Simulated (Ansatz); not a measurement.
The input, for Ansatz 0.2.0:

```yaml
crystal:
  periodic: [false, false, false]
  atoms:
    - {symbol: B, position_ang: [-0.026440, 0.009243, 2.319451]}
    - {symbol: B, position_ang: [-0.027274, -0.001808, 0.786650]}
    - {symbol: S, position_ang: [0.020690, -0.041078, -1.009844]}
    - {symbol: H, position_ang: [-0.082086, 1.227037, -1.189963]}
basis:
  gaussian: {orbitals: cc-pVDZ}
magnetization: {spin_polarized: false, initial_magnetization: 3}
correlation: {active_space: {window: {electrons: 5, orbitals: 5}, states: [{multiplicity: 4, weights: [1, 1]}], root: 5}}
```

```sh
$ ansatz run in.yaml --threads 1 --pin off --events-out ev --progress --plain --max-ram 2393MiB
```

Question: One thing in this input was set wrong on purpose, beside settings that are merely unusual. What is the gravest fault, and what does the program do?

Answer: Root beyond the states. How the run ends: refused.
```
Error: the active space averages no state 5, counted from zero
```
